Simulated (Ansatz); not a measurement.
Relaxation of C2H3F2N (8 atoms, charge 0, multiplicity 1), to a largest force component of 0.015 eV/Å in at most 40 steps.

The calculation used RKS PBE/def2-SVP (Ansatz).

```xyz
8
Properties=species:S:1:pos:R:3
N -0.414 0.703 0.967
C -0.168 -0.375 0.210
C -0.250 -1.675 0.532
F -0.108 -2.629 -0.426
F -0.650 -2.063 1.761
H -0.227 0.677 1.941
H -0.080 1.613 0.547
H 0.083 -0.114 -0.789
```

Problem. Where does it end, and by what steps?

Solution. The forces met the threshold. After 7 steps the energy has fallen by 0.328 eV; H7 moved furthest, 0.36 Å.

```json
{"step": "0", "energy less start (eV)": "0.0000", "largest force component (eV/Å)": "3.418", "accepted": "yes"}
{"step": "1", "energy less start (eV)": "-0.2416", "largest force component (eV/Å)": "1.294", "accepted": "yes"}
{"step": "2", "energy less start (eV)": "-0.3004", "largest force component (eV/Å)": "0.317", "accepted": "yes"}
{"step": "3", "energy less start (eV)": "-0.3186", "largest force component (eV/Å)": "0.340", "accepted": "yes"}
{"step": "4", "energy less start (eV)": "-0.3245", "largest force component (eV/Å)": "0.139", "accepted": "yes"}
{"step": "5", "energy less start (eV)": "-0.3274", "largest force component (eV/Å)": "0.050", "accepted": "yes"}
{"step": "6", "energy less start (eV)": "-0.3278", "largest force component (eV/Å)": "0.038", "accepted": "yes"}
{"step": "7", "energy less start (eV)": "-0.3278", "largest force component (eV/Å)": "0.008", "accepted": "yes"}
```

```xyz
8
Properties=species:S:1:pos:R:3
N -0.461 0.783 0.917
C -0.196 -0.331 0.106
C -0.244 -1.614 0.511
F -0.132 -2.671 -0.292
F -0.465 -1.983 1.780
H -0.496 0.548 1.914
H 0.201 1.551 0.771
H -0.022 -0.146 -0.964
```

Whether the end is a true minimum wasn't checked by a vibrational analysis.

Run time: 41 s on 1 thread of Intel(R) Xeon(R) Processor @ 2.50GHz (Skylake/Cascade Lake) (shared host), peak memory 0.13 GiB.
